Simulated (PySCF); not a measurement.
**Which basis set comes closest?**

Molecule: `InChI=1S/C4H8/c1-2-4-3-1/h1-4H2`.

Bonds (- single, = double, # triple, : aromatic): C1-C2 1.541 Å, C2-C3 1.541 Å, C3-C4 1.541 Å, C4-C1 1.542 Å. C1 carries H5, H6; C2 carries H7, H8; C3 carries H9, H10; C4 carries H11, H12.

Geometry PBE0-D3(BJ)/def2-SVP throughout; GIAO in PySCF 2.14.0 with density-fitted response routines, gas phase, one conformer, non-relativistic; equivalent atoms averaged; functional PBE0.

Reference values (measured; solution, not stated in the table (CDCl3 in this author's series); The use of chemical shift calculations in the conformational analysis of substituted benzenes, New J. Chem. 2019 (ESI)): δ(H5/H6/H7/H8/H9/H10/H11/H12) = 1.96 ppm. Computed shifts are taken against TMS, calculated as an isolated molecule at each level.

Question: How do the basis sets STO-3G, 6-31G, pcSseg-0, 6-31G*, def2-SVP, cc-pVDZ, pcSseg-1, 6-311+G(2d,p), aug-cc-pVDZ, def2-TZVP, IGLO-III, cc-pVTZ, pcSseg-2 perform against the reference? Times are CPU seconds on shared hosts with different chips, so compare them loosely.

Answer: 
```tsv
basis set	functions	H5/H6/H7/H8/H9/H10/H11/H12	abs. error H	core-s
STO-3G	28	1.32	0.64	1.2
6-31G	52	2.10	0.14	2.3
pcSseg-0	52	1.96	0.00	3
6-31G*	72	1.98	0.02	2.8
def2-SVP	96	1.70	0.26	3.6
cc-pVDZ	96	1.88	0.08	6
pcSseg-1	108	1.88	0.08	8.4
6-311+G(2d,p)	156	1.96	0.00	6.9
aug-cc-pVDZ	164	2.04	0.08	12
def2-TZVP	172	1.97	0.01	8.1
IGLO-III	220	1.98	0.02	18
cc-pVTZ	232	1.97	0.01	20
pcSseg-2	256	1.96	0.00	17
```

For 1H the closest is pcSseg-0 (0.00 ppm, with 6-311+G(2d,p), pcSseg-2, def2-TZVP, cc-pVTZ, 6-31G*, IGLO-III practically level) and the furthest STO-3G (0.64 ppm). Where a smaller basis beats a larger one, errors probably cancel; the largest sets show where the functional converges. One molecule is a small sample, and vibrational and solvent effects are absent from the calculation.

A small basis that lands close on one nucleus may do so by chance; judge by the trend and by all nuclei.
